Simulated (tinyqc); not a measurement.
UHF in the sto-3g basis, for H2O+, spin multiplicity 2, step by step. This run ends on a higher stationary point, not on the lowest solution. Computed by tinyqc, a small Python program that keeps every step (integrals from PySCF). Settings: charge = 1, multiplicity = 2, basis = sto-3g, energy threshold = 1e-10, iteration cap = 52, orthogonalisation = canonical, start = highest core orbitals, DIIS depth = 8, DIIS from iteration = 3, damping = 0.7, method = UHF. Command: `OMP_NUM_THREADS=1 python tinyqc.py 24799 24800 out.jsonl` (the two numbers bound the seeds that draw the settings). One thread of a shared host (Intel(R) Xeon(R) Processor @ 2.60GHz), about 0.1 s of CPU time with the checks.

Geometry (angstrom):
```
atom         x          y         z
O     0.000000   0.000000  0.000000
H     0.000000   0.928000  0.871000
H     0.000000  -0.928000  0.871000
```

Stop when the energy changes by less than 1e-10 hartree and every element of the error matrix X^T (F D S - S D F) X (for each spin) is below 3e-06.

Course of the cycle:
```
iteration   E (hartree)     change  largest element of the error matrix
1          -26.42857276          -                             1.43e-01
2          -41.94979335  -1.55e+01                             1.15e-01
3          -52.15593791  -1.02e+01                             9.81e-02
4          -58.99512922  -6.84e+00                             8.04e-02
5          -63.65590621  -4.66e+00                             9.54e-02
6          -66.87517987  -3.22e+00                             9.18e-02
7          -69.08049859  -2.21e+00                             3.22e-02
8          -70.65912739  -1.58e+00                             2.07e-02
9          -71.77662300  -1.12e+00                             2.74e-02
10         -72.56452134  -7.88e-01                             3.08e-02
11         -73.11345415  -5.49e-01                             3.68e-02
12         -73.50459278  -3.91e-01                             3.55e-02
13         -73.77889563  -2.74e-01                             3.46e-02
14         -73.97128057  -1.92e-01                             3.24e-02
...                 ...        ...                                  ...
39         -74.42311784  -2.71e-05                             4.98e-06
40         -74.42313680  -1.90e-05                             3.49e-06
41         -74.42315007  -1.33e-05                             2.44e-06
42         -74.42315935  -9.29e-06                             1.71e-06
43         -74.42316586  -6.50e-06                             1.20e-06
44         -74.42317041  -4.55e-06                             8.38e-07
45         -74.42317359  -3.19e-06                             5.86e-07
46         -74.42317582  -2.23e-06                             4.11e-07
47         -74.42317739  -1.56e-06                             2.87e-07
48         -74.42317848  -1.09e-06                             2.01e-07
49         -74.42317924  -7.65e-07                             1.41e-07
50         -74.42317978  -5.35e-07                             9.86e-08
51         -74.42318015  -3.75e-07                             6.90e-08
52         -74.42318042  -2.62e-07                             4.83e-08
```

Can the last value be used, and what does the course show?

Not by the stop rule, although the second column moves by less than 1e-06 over the last three steps. Not converged within the cap of 52 iterations: the residual falls steadily but slowly, by a factor of about 0.70 a step. Reruns (cap 100 unless said): DIIS 8: converged in 21 to a higher stationary point; damping 0.5: converged in 96 to a higher stationary point; level shift 0.5: converged in 74 to a higher stationary point; atomic densities as start, DIIS 8: converged in 14; the original settings with a cap of 400: converged in 75 to a higher stationary point. PySCF UHF in the same basis, after a stability check = -74.59663681 hartree.
